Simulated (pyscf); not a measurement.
Optimised with ωB97X-D3(BJ)/def2-SVP in PySCF. MP2 and CC: frozen core, UHF for open shells. ΔMP2 is the change of the MP2 total energy from the triple- to the quadruple-zeta basis.

Question: Estimate by transition-state theory (the high-pressure limit) the rate constant of HAl=PH + silane (SiH₄) → H₃Si–AlH–PH₂ (singlet surface; H–Si broken, H–P, Al–Si formed) at 600 K, with CCSD(T)/def2-TZVPP + ΔMP2(QZVPP) energies (ideal gas, 1 atm, RRHO with modes under 100 cm⁻¹ raised to 100, one conformer, R ln 2 for chiral ones without a mode under 150 cm⁻¹; no tunnelling).

Answer: The electronic barrier is 16.9 kcal/mol and the thermal terms add +19.3, so ΔG‡ = 36.2 kcal/mol. With k_BT/h = 1.25e+13 s⁻¹ and RT = 1.192 kcal/mol, and a volume of 8.18e-20 cm³ per molecule at 1 atm, k = 6.7e-20 cm³ molecule⁻¹ s⁻¹. The product is born with the 51 kcal/mol of the reverse barrier and needs collisions to keep. Wigner's tunnelling factor for 1069i cm⁻¹ would be 1.27. A shift of 1 kcal/mol in the barrier changes k by a factor 2.3. On the reactant side the descent ends in a complex, 5.8 kcal/mol under the separated species and 22.3 kcal/mol under the saddle at ωB97X-D3(BJ)/def2-TZVP. At the saddle there is also a short Al–H contact that neither side keeps. HAl=PH lies 12.9 kcal/mol over its isomer Al–PH₂ [singlet] (electronic energy, ωB97M-D3(BJ)). This is the saddle that the search found; another between the same sides may lie lower. The CCSD(T) − MP2 part came from Ansatz, without density fitting, on the same reference.
